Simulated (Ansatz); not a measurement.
**C4H8 (SMILES C1CCC1): a rigid scan of the bond length C2–H8**

One table from this session's results is given with a row withheld; the runs are named, their logs left out.

Program: Ansatz 0.2.0, Gaussian basis. Level of theory: single points in def2-TZVPP. These are calculated values, not measurements.

Levels: PBE-D4, r2SCAN-D4, PBE0-D4, B3LYP-D4, wB97M-V, Hartree-Fock, MP2, CCSD, CCSD(T). The scan takes 0.960, 0.998, 1.054, 1.119, 1.191, 1.268, 1.351, 1.437, 1.528 Å.

Cores are frozen in the correlated methods. B3LYP uses VWN-RPA correlation.

19 further runs of the same task are left out: 19 set aside as unsound or not needed.

### The starting structure

The minimum, relaxed at PBE0-D4: SMILES `C1CCC1`, 12 atoms, charge 0, spin multiplicity 1.

Atoms are counted from 1 here; the program's logs count them from 0.

Bond lengths: C1–C2 1.541 Å, C1–C4 1.541 Å, C1–H5 1.093 Å, C1–H6 1.091 Å, C2–C3 1.541 Å, C2–H7 1.093 Å, C2–H8 1.091 Å, C3–C4 1.541 Å, C3–H9 1.093 Å, C3–H10 1.091 Å, C4–H11 1.093 Å, C4–H12 1.091 Å. Angles: C2–C1–C4 88.3°, C2–C1–H5 111.3°, C2–C1–H6 118.1°, C4–C1–H5 111.3°, C4–C1–H6 118.1°, H5–C1–H6 108.6°, C1–C2–C3 88.3°, C1–C2–H7 111.3°, C1–C2–H8 118.1°, C3–C2–H7 111.3°, C3–C2–H8 118.1°, H7–C2–H8 108.5°, C2–C3–C4 88.3°, C2–C3–H9 111.3°, C2–C3–H10 118.1°, C4–C3–H9 111.3°, C4–C3–H10 118.1°, H9–C3–H10 108.6° and more.

As a file:

```xyz
12

C    -0.9156    0.2958   -0.4762
C    -0.3571    0.3460    0.9592
C     1.0136   -0.0705    0.3914
C     0.2848   -0.5897   -0.8632
H    -0.8581    1.2746   -0.9584
H    -1.9195   -0.1055   -0.6238
H    -0.7862   -0.4446    1.5795
H    -0.4231    1.2891    1.5042
H     1.6287    0.8023    0.1600
H     1.6153   -0.7767    0.9660
H     0.0413   -1.6507   -0.7697
H     0.7531   -0.4253   -1.8350
```

Energies of the minimum (eV), from earlier single points: PBE-D4 -4273.53602, r2SCAN-D4 -4276.71363, PBE0-D4 -4274.34451, B3LYP-D4 -4279.99345, wB97M-V -4276.97698, CCSD(T) -4269.90647.

At the minimum the bond length C2–H8 is 1.091 Å.

Set-up of the first run:

Contents of ccsdt-tzvpp/in.yaml:

```yaml
crystal:
  periodic: [false, false, false]
  atoms:
    - {symbol: C, position_ang: [-0.915583, 0.295827, -0.476197]}
    - {symbol: C, position_ang: [-0.357147, 0.345970, 0.959241]}
    - {symbol: C, position_ang: [1.013622, -0.070506, 0.391449]}
    - {symbol: C, position_ang: [0.284808, -0.589691, -0.863193]}
    - {symbol: H, position_ang: [-0.858090, 1.274561, -0.958441]}
    - {symbol: H, position_ang: [-1.919541, -0.105473, -0.623811]}
    - {symbol: H, position_ang: [-0.786210, -0.444606, 1.579468]}
    - {symbol: H, position_ang: [-0.415206, 1.175669, 1.438646]}
    - {symbol: H, position_ang: [1.628711, 0.802348, 0.159981]}
    - {symbol: H, position_ang: [1.615289, -0.776695, 0.965953]}
    - {symbol: H, position_ang: [0.041289, -1.650702, -0.769704]}
    - {symbol: H, position_ang: [0.753094, -0.425311, -1.835021]}
basis:
  gaussian: {orbitals: def2-TZVPP}
correlation: {method: ccsd_t}
```

The command line of these runs was not kept.

Among the steps run: C2–H8 = 0.960 Å; C2–H8 = 0.998 Å; C2–H8 = 1.054 Å; C2–H8 = 1.119 Å; C2–H8 = 1.191 Å; C2–H8 = 1.268 Å; C2–H8 = 1.351 Å; C2–H8 = 1.437 Å; C2–H8 = 1.528 Å.

One table of the session follows, with a row left open; its other results are not shown here.

Energies less that of the minimum at the same level (kcal/mol):

```
bond length (Å)  PBE-D4  PBE0-D4  B3LYP-D4  wB97M-V  Hartree-Fock
          0.960     9.1      8.5       8.2      8.2           7.7
          0.998     4.4      3.9       3.8      3.7           3.3
          1.054       ?        ?         ?        ?             ?
1.091 (minimum)     0.0      0.0       0.0      0.0           0.0
          1.119     0.1      0.3       0.3      0.3           0.5
          1.191     2.6      3.2       3.2      3.3           4.0
          1.268     7.5      8.7       8.6      8.9          10.1
          1.351    14.5     16.3      16.0     16.5          18.5
          1.437    22.5     24.9      24.3     25.4          28.2
          1.528    31.3     34.5      33.5     35.2          39.0
```

Estimate the missing values for bond length (Å) = 1.054.

The run gave: PBE-D4: 0.8; PBE0-D4: 0.5; B3LYP-D4: 0.5; wB97M-V: 0.5; Hartree-Fock: 0.3.

To keep in mind: A polynomial through the near points puts the CCSD(T) minimum 0.001 Å below the PBE0-D4 value.
